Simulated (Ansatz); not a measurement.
Tetragonal perovskite BaTiO3 (room-temperature form, which distorts further on cooling), treated with LDA (Ansatz, an electronic-structure program, plane waves, PAW).

Numerical settings: plane-wave cutoff 520 eV, 8×8×8 k mesh, Fermi–Dirac smearing 0.01 eV, no spin polarisation, scalar-relativistic PAW data made under PBE.

Cell (relaxed at this level):

```yaml
crystal:
  lattice:
    - [3.92649, 0.00000, 0.00000]
    - [0.00000, 3.92649, 0.00000]
    - [0.00000, 0.00000, 3.97444]
  atoms:
    - { symbol: Ba, position: [0.00000, 0.00000, 0.00030] }
    - { symbol: Ti, position: [0.50000, 0.50000, 0.51267] }
    - { symbol: O, position: [0.50000, 0.50000, 0.97914] }
    - { symbol: O, position: [0.00000, 0.50000, 0.48594] }
    - { symbol: O, position: [0.50000, 0.00000, 0.48594] }
```

Q: What does this level give for the bulk modulus B0, band gap, smallest direct gap on the k points sampled and pressure derivative B′ of the bulk modulus?

A: 
bulk modulus B0: 152 GPa
band gap: 1.85 eV
smallest direct gap on the k points sampled: 2.09 eV
pressure derivative B′ of the bulk modulus: 8.6

Note: the relaxation could not lower the start's symmetry, so the cell can be a saddle point above a distorted one; the bulk modulus comes from volumes at which shape and atoms were relaxed.

Spin–orbit coupling is not included.

The computed numbers hold no vibrational or temperature effects.

It cost very roughly 7 core-minutes of CPU time.
